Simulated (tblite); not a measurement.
C5H7S (doublet state).
Z-matrix (Å and degrees, GFN2-xTB geometry), rows numbered from 1:
```
C 
C   1  1.3237
C   2  1.4953  1  123.53
C   2  1.5112  1  121.11  3   177.42
C   4  1.4605  2  113.56  1   -99.70
S   5  1.5737  4  137.77  2    -8.27
H   1  1.0771  2  122.03  3  -179.39
H   1  1.0765  2  121.72  3     0.70
H   3  1.0902  2  110.41  1  -118.99
H   3  1.0896  2  110.18  1   122.12
H   3  1.0863  2  110.94  1     1.70
H   4  1.0950  2  110.86  1    21.80
H   4  1.0961  2  110.67  1   140.42
```

All values are computed: GFN2-xTB (tblite) harmonic vibrations without scaling, gas phase. Errors from tens to a few hundred cm⁻¹ against measured bands are possible. One conformer, not necessarily the lowest. Open shells enter through the occupations alone, without spin polarisation, and single modes of such species can be off by tens of per cent.

Harmonic wavenumbers (cm⁻¹): 40.2, 112.7, 124.6, 138.3, 328.6, 373.0, 413.5, 555.2, 706.1, 817.0, 830.7, 887.4, 891.2, 966.0, 1019.9, 1042.8, 1111.0, 1242.5, 1254.8, 1363.7, 1398.8, 1407.0, 1422.4, 1477.1, 1480.9, 1715.1, 2917.9, 2941.3, 2997.8, 3015.1, 3053.8, 3103.6, 3127.6.

A = 4914, B = 1801, C = 1687 MHz; mass 99.027 u (most abundant isotopes); point group C1, symmetry number 1; spin multiplicity 2.

Question: What is the zero-point energy?

Answer: ½Σν̃ = 22139 cm⁻¹ = 63.30 kcal/mol.

Question: Entropy at 298.15 K, 1 bar (ideal gas, RRHO, classical rotation)?

Answer: Translation 39.72, rotation 27.47, vibration 19.58, spin (R ln 2) 1.38: S = 88.1 cal/(mol K).

Question: And Cp and H(298.15 K) − H(0)?

Answer: Cp = 26.85 cal/(mol K), of which vibrations give 18.90 (their classical limit is 33 R = 65.6); H(298.15 K) − H(0) = 5.31 kcal/mol without the zero-point energy, 2.94 from vibrations.

Question: How do the functions run with temperature in this model?

Answer: 
| T (K) | S (cal/(mol K)) | Cp (cal/(mol K)) | H − H(0) (kcal/mol) | G − H(0) (kcal/mol) | ln q(vib) |
| --- | --- | --- | --- | --- | --- |
| 100 | 66.4 | 15.4 | 1.17 | -5.47 | 1.39 |
| 200 | 78.7 | 20.8 | 2.98 | -12.76 | 3.21 |
| 300 | 88.3 | 27.0 | 5.36 | -21.13 | 4.91 |
| 500 | 104.9 | 38.6 | 11.97 | -40.49 | 8.18 |
| 800 | 125.8 | 50.2 | 25.46 | -75.22 | 12.87 |
| 1000 | 137.6 | 55.3 | 36.04 | -101.59 | 15.78 |

q(vib) and H(0) count from the zero-point level.

Question: Which modes carry the vibrational entropy at 298.15 K?

Answer: 40.2 cm⁻¹: 5.25; 112.7 cm⁻¹: 3.22; 124.6 cm⁻¹: 3.03; 138.3 cm⁻¹: 2.83; 328.6 cm⁻¹: 1.27; 373.0 cm⁻¹: 1.07 cal/(mol K); the other 27 give 2.92 together.

Question: Blend soft modes into free rotors: weight 1/[1 + (100 cm⁻¹/ν̃)⁴] for the oscillator and the rest for a rotor with moment μB/(μ + B), μ = h/(8π²ν), B = 10⁻⁴⁴ kg m². What vibrational entropy results?

Answer: 17.77 cal/(mol K) in place of 19.58, which changes −T·S at 298.15 K by +0.54 kcal/mol.

Question: What must be added to the electronic energy to get the Gibbs energy at 298.15 K and 1 bar?

Answer: ZPE + [H(298.15 K) − H(0)] − T·S = 63.30 + 5.31 − 26.28 = 42.33 kcal/mol.

Hindered rotation and anharmonicity are outside this model. Other conformers, if any are populated, would add a mixing term that is left out. The structure is chiral; the term R ln 2 for an equal mix with its mirror image is left out.
